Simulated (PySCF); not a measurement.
A species of formula C4H7 (doublet) has this rotational fingerprint, computed with PySCF 2.14.0, PBE0-D3(BJ)/def2-SVP geometry optimisation, gas phase:

| Property | Result |
| --- | --- |
| Rotational constants | A = 17344, B = 6485, C = 5683 MHz |
| Dipole components | \|μa\| = 0.04 D, \|μb\| = 0.16 D, \|μc\| = 0.52 D |
| Inertial defect | -18.14 u·Å² |
| κ | -0.86 |

Question: Which structure is it? (One computed conformer of each.)
A. `[H]/[C:1]=[CH:2]/[CH2:3][CH3:4]` (doublet state) with C1–C2–C3–C4 -120°
B. `C[C@@H]1[CH]C1` [radical]

Answer: B. It is C[C@@H]1[CH]C1, an asymmetric top. The candidates at the same level (rigid rotor, commonest isotopes):

```json
{"SMILES": "C[C@@H]1[CH]C1", "A (MHz)": "17344", "B (MHz)": "6485", "C (MHz)": "5683", "μa (D)": "0.04", "μb (D)": "0.16", "μc (D)": "0.52", "Δ (u·Å²)": "-18.14", "point group": "–", "rotor": "asymmetric top"}
{"SMILES": "[H]/[C]=C/CC", "A (MHz)": "24900", "B (MHz)": "4316", "C (MHz)": "4173", "μa (D)": "0.35", "μb (D)": "0.24", "μc (D)": "0.56", "Δ (u·Å²)": "-16.28", "point group": "C1", "rotor": "near-prolate asymmetric top"}
```

`[H]/[C]=C/CC` has A 44 % too high. No structure here is proved a minimum.
